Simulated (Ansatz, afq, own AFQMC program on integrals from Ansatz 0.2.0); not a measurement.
**C2H6GeO2, singlet → C2H6GeO2, triplet**

```xyz
11

C    -0.0906   -1.5870    1.2232
C    -0.2967   -0.5747    0.1348
O    -1.1254   -0.6608   -0.7425
O     0.5349    0.4590    0.2176
Ge    0.2926    1.7083   -1.1125
H    -0.7999   -2.4135    1.1057
H     0.9422   -1.9634    1.1867
H    -0.2238   -1.1073    2.2039
H    -1.1156    2.2973   -0.9935
H     1.3734    2.7303   -0.7349
H     0.5741    1.0547   -2.4681
```

E(triplet, charge +0) − E(singlet, charge +0) at this geometry, on RHF and UHF determinants.

Basis def2-SVP. Only valence electrons are correlated. AFQMC by an in-house program on the Cholesky factors that Ansatz 0.2.0 writes for its CCSD(T) run. ph-AFQMC/CISD is guided by a CISD state made of CCSD amplitudes; releasing the constraint for a short imaginary time cuts its bias at the price of noise, slowly where states lie close. ± is one standard error of the sampling. No spin–orbit coupling. The errors of all members are added in quadrature.

No full CI on the walks' own integrals is used here. The released AFQMC energy serves as the reference, which it does only where one determinant dominates, the energy is flat over the last release times and near the phaseless one (40 meV or 2 meV an electron, half that with transition metals). On small molecules, where full CI could be run and the noise was under 10 meV, such values lay within 10 meV of it in 19 cases of 20, a flattering rate, since the rule was set on those same cases; what remains of the bias isn't in the error bar. Each member takes its own surest rung, up to full CI.

Errors are counted within def2-SVP, not against nature.

Cautions: inner d shell frozen; no relativity below Rb; no spin-orbit coupling; C₂H₆GeO₂ (singlet): the released value is read at 0.60 1/Eh with a noise of 16 meV, more than in the cases checked (meV from the phaseless value at times in 1/Eh: -16 ± 15 at 0.20, -18 ± 15 at 0.40, -16 ± 16 at 0.60); C₂H₆GeO₂ (triplet): another spin lies lower, the released value is read at 0.60 1/Eh with a noise of 20 meV, more than in the cases checked (meV from the phaseless value at times in 1/Eh: -12 ± 13 at 0.20, -42 ± 19 at 0.40, -46 ± 20 at 0.60); the upper state may be diffuse, so the gap hangs on the basis.

Reference (AFQMC with the constraint released): 5.775 ± 0.025 eV.

```csv
level,vertical spin gap (eV),error against released AFQMC (eV)
HF,4.685,-1.090 ± 0.025
MP2,6.185,0.409 ± 0.025
CCSD,5.694,-0.081 ± 0.025
CCSD(T),5.788,0.012 ± 0.025
ph-AFQMC/CISD,5.805 ± 0.016,0.030 ± 0.030
```

Correlation beyond CCSD(T) changes it by less than twice the noise. The perturbative (T) step is worth +0.093 eV.

Released energies are given only where the last usable release times agree within the noise; a slower fall can still hide under it.
